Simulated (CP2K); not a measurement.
# PO2 (SMILES [O]P=O), step by step

Aim: a series of 8 runs (U-revPBE/pcseg-1, revPBE/pcseg-1) of O2P. The setting varied is the cutoff. 

The calculation is run with CP2K 2026.2.

6 further runs of the same task are left out: 3 that didn't finish, 3 set aside as unsound or not needed.

## Step 1: The molecule

PO2: 3 atoms, total charge 0, spin state doublet. As SMILES, `[O]P=O`. The shape is that of a GFN2-xTB optimisation.

Bond lengths: O1–P2 1.464 Å, P2–O3 1.464 Å. Angles: O1–P2–O3 123.4°.

## Step 2: Energy and forces at U-revPBE/pcseg-1 (run 1)

Contents of molecule.inp:

```
&GLOBAL
  PROJECT_NAME molecule
  RUN_TYPE ENERGY_FORCE
  PRINT_LEVEL MEDIUM
&END
&FORCE_EVAL
  METHOD QS
  &DFT
    BASIS_SET_FILE_NAME ./pcseg_1.basis
    POTENTIAL_FILE_NAME POTENTIAL
    CHARGE 0
    MULTIPLICITY 2
    UKS T
    &QS
      METHOD GAPW
      EPS_DEFAULT 1.0E-10
    &END
    &MGRID
      CUTOFF 200
      REL_CUTOFF 50
      NGRIDS 4
    &END
    &POISSON
      PERIODIC NONE
      POISSON_SOLVER MULTIPOLE
    &END
    # self-consistent field
    &SCF
      SCF_GUESS ATOMIC
      EPS_SCF 1.0E-06
      MAX_SCF 30
      &OT ON
        MINIMIZER DIIS
        PRECONDITIONER FULL_ALL
      &END
      &OUTER_SCF
        EPS_SCF 1.0E-06
        MAX_SCF 10
      &END
    &END
    &XC
      &XC_FUNCTIONAL
        &GGA_X_PBE_R
        &END
        &GGA_C_PBE
        &END
      &END
    &END
    # extra output
    &PRINT
      &MOMENTS
        PERIODIC F
        REFERENCE COM
        MAX_MOMENT 1
      &END
      &MO_CUBES
        NLUMO 5
        NHOMO -1
        WRITE_CUBE F
      &END
      &HIRSHFELD OFF
      &END
    &END
  &END
  &SUBSYS
    # vacuum box
    &CELL
      ABC [angstrom] 7.7 9.5 7.5
      PERIODIC NONE
    &END
    &COORD
      O      0.331710     1.226310     0.317670
      P     -0.403940     0.077030    -0.212130
      O      0.072230    -1.303340    -0.105540
    &END
    &TOPOLOGY
      &CENTER_COORDINATES
      &END
    &END
    &KIND O
      BASIS_SET pcseg-1
      POTENTIAL ALL
    &END
    &KIND P
      BASIS_SET pcseg-1
      POTENTIAL ALL
    &END
  &END
  # extra output
  &PRINT
    &FORCES ON
    &END
  &END
&END
```

On the command line:

```bash
$ OMP_NUM_THREADS=2 cp2k.psmp -i molecule.inp -o molecule.out
```

Standard output:

```text
CP2K| version string:                                       CP2K version 2026.2
[...]
 GLOBAL| Method name                                                        CP2K
[...]
 GLOBAL| Run type                                                   ENERGY_FORCE
[...]
 DFT| Spin unrestricted (spin-polarized) Kohn-Sham calculation               UKS
 DFT| Multiplicity                                                             2
[...]
 DFT| Charge                                                                   0
[...]
 FUNCTIONAL| GGA_X_PBE_R:
[...]
 FUNCTIONAL| GGA_C_PBE:
[...]
 QS| Method:                                                                GAPW
[...]
 QS| Density cutoff [a.u.]:                                                100.0
[...]
 QS| Relative density cutoff [a.u.]:                                        25.0
[...]
                             - Atoms:                                          3
[...]
                             - Spherical basis functions:                     46
[...]
 Number of electrons:                                                         16
[...]
     1 OT DIIS     0.15E+00    0.2     0.31528743      -462.9139566447 -4.63E+02
[...]
    15 OT DIIS     0.15E+00    0.2     0.00000084      -491.6300406486 -5.05E-10
  *** SCF run converged in    15 steps ***
[...]
  Overlap energy of the core charge distribution:               0.00000214446690
  Self energy of the core charge distribution:               -293.42798033741752
  Core Hamiltonian energy:                                   -206.38702653676211
  Hartree energy:                                              50.06782766342583
  Exchange-correlation energy:                                -11.84260057837579
[...]
                     Mulliken Population Analysis
 #  Atom  Element  Kind  Atomic population (alpha,beta) Net charge  Spin moment
       1     O        1         4.283208     4.042968    -0.326176     0.240241
       2     P        2         7.433246     6.914380     0.652375     0.518866
       3     O        1         4.283546     4.042653    -0.326199     0.240893
 # Total charge and spin       16.000000    15.000000    -0.000000     1.000000
[...]
  Dipole moment [Debye]
    X= -0.1534196E+01 Y=  0.2969714E+00 Z= -0.8071141E+00  Total=      1.7588015
[...]
 HOMO - LUMO gap [eV] :    1.817680
[...]
 ENERGY| Total FORCE_EVAL ( QS ) energy [hartree]           -491.630040648911404
 FORCES| Atomic forces [hartree/bohr]
 FORCES|   Atom     x               y               z               |f|
 FORCES|      1  1.98728095E-02  6.18938808E-02  1.82641558E-02   6.75230362E-02
 FORCES|      2 -2.83965254E-02  7.16423807E-03 -1.21518302E-02   3.17073483E-02
 FORCES|      3  6.83104341E-03 -6.66446133E-02 -4.28426904E-03   6.71306383E-02
 FORCES| Sum    -1.69267248E-03  2.41350551E-03  1.82805662E-03
 FORCES| Total atomic force                                       3.46870869E-03
[...]
```

It took 13 s on 2 threads of AMD EPYC 9R45 (Zen 5), shared host; peak memory 0.39 GiB.

## Step 3: The singlet cation: energy and forces at revPBE/pcseg-1 (run 2)

Contents of run.inp:

```
&global
 project_name run
 run_type ENERGY_FORCE
 print_level MEDIUM
&end global
&force_eval
 method QUICKSTEP
 &dft
  basis_set_file_name ./pcseg_1.basis
  potential_file_name POTENTIAL
  charge 1
  &qs
   method GAPW
   eps_default 1.0E-10
  &end qs
  &mgrid
   cutoff 200
   rel_cutoff 50
   ngrids 4
  &end mgrid
  &poisson
   periodic NONE
   poisson_solver MULTIPOLE
  &end poisson
  &scf
   scf_guess ATOMIC
   eps_scf 1.0E-06
   max_scf 100
   added_mos 5
   &diagonalization
    algorithm STANDARD
   &end diagonalization
   &mixing
    method DIRECT_P_MIXING
    alpha 0.4
   &end mixing
  &end scf
  &xc
   &xc_functional
    &gga_x_pbe_r
    &end gga_x_pbe_r
    &gga_c_pbe
    &end gga_c_pbe
   &end xc_functional
  &end xc
  &print
   &moments
    periodic F
    reference COM
    max_moment 1
   &end moments
   &mo ON
    energies T
    occupation_numbers T
    ndigits 6
    &each
     qs_scf 0
    &end each
    add_last NUMERIC
   &end mo
   &hirshfeld OFF
   &end hirshfeld
  &end print
 &end dft
 &subsys
  &cell
   abc 7.7 9.5 7.5
   periodic NONE
  &end cell
  &coord
   O      0.331710     1.226310     0.317670
   P     -0.403940     0.077030    -0.212130
   O      0.072230    -1.303340    -0.105540
  &end coord
  &topology
   &center_coordinates
   &end center_coordinates
  &end topology
  &kind O
   basis_set pcseg-1
   potential ALL
  &end kind
  &kind P
   basis_set pcseg-1
   potential ALL
  &end kind
 &end subsys
 &print
  &forces ON
  &end forces
 &end print
&end force_eval
```

On the command line:

```bash
$ OMP_NUM_THREADS=2 cp2k.psmp run.inp > run.out
```

Standard output:

```text
CP2K| version string:                                       CP2K version 2026.2
 CP2K| Input file name                                                   run.inp

[... 245 lines left out ...]
  Decoupling Energy:                                               0.1096965697
[... 25 lines left out ...]
  Decoupling Energy:                                               0.1101629223
[... 25 lines left out ...]
  Decoupling Energy:                                               0.1096644283
[... 25 lines left out ...]
  Decoupling Energy:                                               0.1101629707
[... 25 lines left out ...]
  Decoupling Energy:                                               0.1096644284
[... 25 lines left out ...]
  Decoupling Energy:                                               0.1101629707
[... 25 lines left out ...]
  Decoupling Energy:                                               0.1096644284
[... 35 lines left out ...]
  Exchange-correlation energy:                                -11.43504300287658
[... 1 line left out ...]
  GAPW| Exc from hard and soft atomic rho1:                   -28.50499643413634
  GAPW| local Eh = 1 center integrals:                         -1.45255857313728

  Total energy:                                              -490.73932474988123

 *******************************************************************************
 *   ___                                                                       *
 *  /   \                                                                      *
 * [ABORT]                                                                     *
 *  \___/     SCF run NOT converged. To continue the calculation regardless,   *
 *    |             please set the keyword IGNORE_CONVERGENCE_FAILURE.         *
 *  O/|                                                                        *
 * /| |                                                                        *
 * / \                                                            qs_scf.F:702 *
 *******************************************************************************

 ===== Routine Calling Stack =====

            4 scf_env_do_scf
            3 qs_energies
            2 qs_forces
            1 CP2K
```

Run time: 13 s. Hardware: 2 threads of AMD EPYC 9R45 (Zen 5), shared host; peak memory 0.34 GiB.

No converged result was reached.

Runs 3 to 5 aren't shown in full; the table further down has their settings and results.

## Step 4: The singlet cation: energy and gradient at revPBE/pcseg-1 (run 6)

Contents of mol.inp:

```
&GLOBAL
 PROJECT_NAME mol
 RUN_TYPE ENERGY_FORCE
 PRINT_LEVEL MEDIUM
&END GLOBAL

&FORCE_EVAL
 METHOD Quickstep
 &DFT
  BASIS_SET_FILE_NAME ./pcseg_1.basis
  POTENTIAL_FILE_NAME POTENTIAL
  CHARGE 1
  MULTIPLICITY 1
  &QS
   METHOD GAPW
   EPS_DEFAULT 1.0E-10
  &END QS
  &MGRID
   CUTOFF 400
   REL_CUTOFF 50
   NGRIDS 4
  &END MGRID
  &POISSON
   PERIODIC NONE
   POISSON_SOLVER MULTIPOLE
  &END POISSON
  &SCF
   SCF_GUESS ATOMIC
   EPS_SCF 1.0E-06
   MAX_SCF 100
   ADDED_MOS 5
   &DIAGONALIZATION
    ALGORITHM STANDARD
   &END DIAGONALIZATION
   &MIXING
    METHOD DIRECT_P_MIXING
    ALPHA 0.4
   &END MIXING
  &END SCF
  &XC
   &XC_FUNCTIONAL
    &GGA_X_PBE_R
    &END GGA_X_PBE_R
    &GGA_C_PBE
    &END GGA_C_PBE
   &END XC_FUNCTIONAL
  &END XC
  &PRINT
   &MOMENTS
    PERIODIC F
    REFERENCE COM
    MAX_MOMENT 1
   &END MOMENTS
   &MO ON
    ENERGIES T
    OCCUPATION_NUMBERS T
    NDIGITS 6
    &EACH
     QS_SCF 0
    &END EACH
    ADD_LAST NUMERIC
   &END MO
   &HIRSHFELD OFF
   &END HIRSHFELD
  &END PRINT
 &END DFT
 &SUBSYS
  &CELL
   ABC [angstrom] 7.7 9.5 7.5
   PERIODIC NONE
  &END CELL
  &COORD
   O      0.331710     1.226310     0.317670
   P     -0.403940     0.077030    -0.212130
   O      0.072230    -1.303340    -0.105540
  &END COORD
  &TOPOLOGY
   &CENTER_COORDINATES
   &END CENTER_COORDINATES
  &END TOPOLOGY
  &KIND O
   BASIS_SET pcseg-1
   POTENTIAL ALL
  &END KIND
  &KIND P
   BASIS_SET pcseg-1
   POTENTIAL ALL
  &END KIND
 &END SUBSYS
 &PRINT
  &FORCES ON
  &END FORCES
 &END PRINT
&END FORCE_EVAL
```

On the command line:

```bash
$ OMP_NUM_THREADS=2 cp2k.psmp -i mol.inp -o mol.out
```

Standard output:

```text
CP2K| version string:                                       CP2K version 2026.2
 CP2K| Input file name                                                   mol.inp

[... 245 lines left out ...]
  Decoupling Energy:                                               0.1096849148
[... 25 lines left out ...]
  Decoupling Energy:                                               0.1101598737
[... 25 lines left out ...]
  Decoupling Energy:                                               0.1096608069
[... 25 lines left out ...]
  Decoupling Energy:                                               0.1101599163
[... 25 lines left out ...]
  Decoupling Energy:                                               0.1096608070
[... 25 lines left out ...]
  Decoupling Energy:                                               0.1101599163
[... 25 lines left out ...]
  Decoupling Energy:                                               0.1096608070
[... 35 lines left out ...]
  Exchange-correlation energy:                                -11.43454410576929
[... 1 line left out ...]
  GAPW| Exc from hard and soft atomic rho1:                   -28.50501249480166
  GAPW| local Eh = 1 center integrals:                         -1.45246446009207

  Total energy:                                              -490.73870375843393

 *******************************************************************************
 *   ___                                                                       *
 *  /   \                                                                      *
 * [ABORT]                                                                     *
 *  \___/     SCF run NOT converged. To continue the calculation regardless,   *
 *    |             please set the keyword IGNORE_CONVERGENCE_FAILURE.         *
 *  O/|                                                                        *
 * /| |                                                                        *
 * / \                                                            qs_scf.F:702 *
 *******************************************************************************

 ===== Routine Calling Stack =====

            4 scf_env_do_scf
            3 qs_energies
            2 qs_forces
            1 CP2K
```

Run time: 33 s. Hardware: 2 threads of AMD EPYC 9R45 (Zen 5), shared host; peak memory 0.63 GiB.

No converged result was reached.

Run 7 isn't shown in full; the table further down has it.

## Step 5: The singlet cation: energy and gradient at revPBE/pcseg-1 (run 8)

Contents of run.inp:

```
&GLOBAL
    PROJECT_NAME run
    RUN_TYPE ENERGY_FORCE
    PRINT_LEVEL MEDIUM
&END GLOBAL

&FORCE_EVAL
    METHOD QUICKSTEP
    &DFT
        BASIS_SET_FILE_NAME ./pcseg_1.basis
        POTENTIAL_FILE_NAME POTENTIAL
        CHARGE 1
        MULTIPLICITY 1
        &QS
            METHOD GAPW
            EPS_DEFAULT 1.0E-10
        &END QS
        &MGRID
            CUTOFF 550
            REL_CUTOFF 50
            NGRIDS 4
        &END MGRID
        &POISSON
            PERIODIC NONE
            POISSON_SOLVER MULTIPOLE
        &END POISSON
        &SCF
            SCF_GUESS ATOMIC
            EPS_SCF 1.0E-06
            MAX_SCF 100
            ADDED_MOS 5
            &DIAGONALIZATION
                ALGORITHM STANDARD
            &END DIAGONALIZATION
            &MIXING
                METHOD DIRECT_P_MIXING
                ALPHA 0.4
            &END MIXING
        &END SCF
        &XC
            &XC_FUNCTIONAL
                &GGA_X_PBE_R
                &END GGA_X_PBE_R
                &GGA_C_PBE
                &END GGA_C_PBE
            &END XC_FUNCTIONAL
        &END XC
        &PRINT
            &MOMENTS
                PERIODIC F
                REFERENCE COM
                MAX_MOMENT 1
            &END MOMENTS
            &MO ON
                ENERGIES T
                OCCUPATION_NUMBERS T
                NDIGITS 6
                &EACH
                    QS_SCF 0
                &END EACH
                ADD_LAST NUMERIC
            &END MO
            &HIRSHFELD OFF
            &END HIRSHFELD
        &END PRINT
    &END DFT
    &SUBSYS
        &CELL
            ABC [angstrom] 7.7 9.5 7.5
            PERIODIC NONE
        &END CELL
        &COORD
            O      0.331710     1.226310     0.317670
            P     -0.403940     0.077030    -0.212130
            O      0.072230    -1.303340    -0.105540
        &END COORD
        &TOPOLOGY
            &CENTER_COORDINATES
            &END CENTER_COORDINATES
        &END TOPOLOGY
        &KIND O
            BASIS_SET pcseg-1
            POTENTIAL ALL
        &END KIND
        &KIND P
            BASIS_SET pcseg-1
            POTENTIAL ALL
        &END KIND
    &END SUBSYS
    &PRINT
        &FORCES ON
        &END FORCES
    &END PRINT
&END FORCE_EVAL
```

On the command line:

```bash
$ OMP_NUM_THREADS=2 cp2k.psmp -i run.inp -o run.out
```

Standard output:

```text
CP2K| version string:                                       CP2K version 2026.2
 CP2K| Input file name                                                   run.inp

[... 245 lines left out ...]
  Decoupling Energy:                                               0.1096850629
[... 25 lines left out ...]
  Decoupling Energy:                                               0.1101598130
[... 25 lines left out ...]
  Decoupling Energy:                                               0.1096607637
[... 25 lines left out ...]
  Decoupling Energy:                                               0.1101598557
[... 25 lines left out ...]
  Decoupling Energy:                                               0.1096607637
[... 25 lines left out ...]
  Decoupling Energy:                                               0.1101598557
[... 25 lines left out ...]
  Decoupling Energy:                                               0.1096607637
[... 35 lines left out ...]
  Exchange-correlation energy:                                -11.43446540042036
[... 1 line left out ...]
  GAPW| Exc from hard and soft atomic rho1:                   -28.50500802186359
  GAPW| local Eh = 1 center integrals:                         -1.45248357140228

  Total energy:                                              -490.73863375016032

 *******************************************************************************
 *   ___                                                                       *
 *  /   \                                                                      *
 * [ABORT]                                                                     *
 *  \___/     SCF run NOT converged. To continue the calculation regardless,   *
 *    |             please set the keyword IGNORE_CONVERGENCE_FAILURE.         *
 *  O/|                                                                        *
 * /| |                                                                        *
 * / \                                                            qs_scf.F:702 *
 *******************************************************************************

 ===== Routine Calling Stack =====

            4 scf_env_do_scf
            3 qs_energies
            2 qs_forces
            1 CP2K
```

Run time: 67 s. Hardware: 2 threads of AMD EPYC 9R45 (Zen 5), shared host; peak memory 0.87 GiB.

The run stopped without converging.

## Step 6: The series

```csv
run,level,cutoff,iteration cap,partner,energy (Eh),wall time
1,U-revPBE/pcseg-1,200,30,base,-491.630041,13 s
2,revPBE/pcseg-1,200,100,cation,not converged,13 s
3,U-revPBE/pcseg-1,280,30,base,-491.628962,19 s
4,revPBE/pcseg-1,280,100,cation,not converged,19 s
5,U-revPBE/pcseg-1,400,30,base,-491.629303,30 s
6,revPBE/pcseg-1,400,100,cation,not converged,33 s
7,U-revPBE/pcseg-1,550,30,base,-491.629222,56 s
8,revPBE/pcseg-1,550,100,cation,not converged,67 s
```

Convergence of the total energy of doublet PO2 with the cutoff, against the last point:

```csv
cutoff,from the last (mEh),wall time
200 Ry,-0.819,13 s
280 Ry,+0.260,19 s
400 Ry,-0.081,30 s
550 Ry,+0.000,56 s
```

Convergence of the HOMO energy (highest over α and β) of doublet PO2 with the cutoff, against the last point:

```csv
cutoff,from the last (eV),wall time
200 Ry,-0.0016,13 s
280 Ry,-0.0003,19 s
400 Ry,-0.0000,30 s
550 Ry,+0.0000,56 s
```

## Step 7: Outcome

| quantity | value |
| --- | --- |
| run 7, U-revPBE/pcseg-1: total energy | -491.62922 Eh |
| run 7, U-revPBE/pcseg-1: dipole moment | 1.76 D |
| run 7, U-revPBE/pcseg-1: HOMO energy (highest over α and β) | -7.51 eV |
| run 7, U-revPBE/pcseg-1: LUMO energy (lowest over α and β) | -6.22 eV |
| run 7, U-revPBE/pcseg-1: ⟨S²⟩ | 0.752 |
| run 7, U-revPBE/pcseg-1: largest force on an atom | 3.409 eV/Å |

In words: For the total energy of doublet PO2 to stay within 0.5 mEh of the last point, 280 Ry is the first point of the series from which all later ones do (19 s against 56 s). For the HOMO energy (highest over α and β) of doublet PO2 to stay within 0.001 eV of the last point, 280 Ry is the first point of the series from which all later ones do (19 s against 56 s). Over the runs the total energy spans 0.029 eV. All runs together took 4.1 min, the longest 67 s. 4 of the 8 runs did not end normally.
